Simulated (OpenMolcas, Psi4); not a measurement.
**[BF2]+ (SMILES F[B+]F): the vertical ionisation energy from total energies**

[BF2]+: 3 atoms, total charge +1, spin state singlet. As SMILES, `F[B+]F`. Geometry: relaxed at PBE0-D4/def2-TZVP.

```xyz
3

F     0.3297    1.1405    0.3077
B     0.0000    0.0000    0.0000
F    -0.3297   -1.1405   -0.3077
```

Both states at this one shape; open shells run unrestricted unless said. 1 Eh = 27.2114 eV.

```
                                                          level     program  singlet [BF2]+ (Eh)  doublet [BF2]2+ (Eh)
                                                    PBE/cc-pVTZ        Psi4          -224.114696           -223.170804
                                                 r2SCAN/cc-pVTZ        Psi4          -224.244920           -223.293569
                                                  wB97X/cc-pVTZ        Psi4          -224.289253           -223.321857
CCSD(T)/cc-pVTZ, open shells restricted, 3 core orbitals frozen  OpenMolcas          -223.985470           -223.009875
```

**Question.** Work out the vertical ionisation energy at each level.

**Answer.** 
1. PBE/cc-pVTZ: -223.170804 − (-224.114696) = 0.943892 Eh = 25.68 eV.
2. r2SCAN/cc-pVTZ: -223.293569 − (-224.244920) = 0.951351 Eh = 25.89 eV.
3. wB97X/cc-pVTZ: -223.321857 − (-224.289253) = 0.967396 Eh = 26.32 eV.
4. CCSD(T)/cc-pVTZ, open shells restricted: -223.009875 − (-223.985470) = 0.975595 Eh = 26.55 eV.

No measured value is set beside it here; the levels span 25.68 to 26.55 eV.
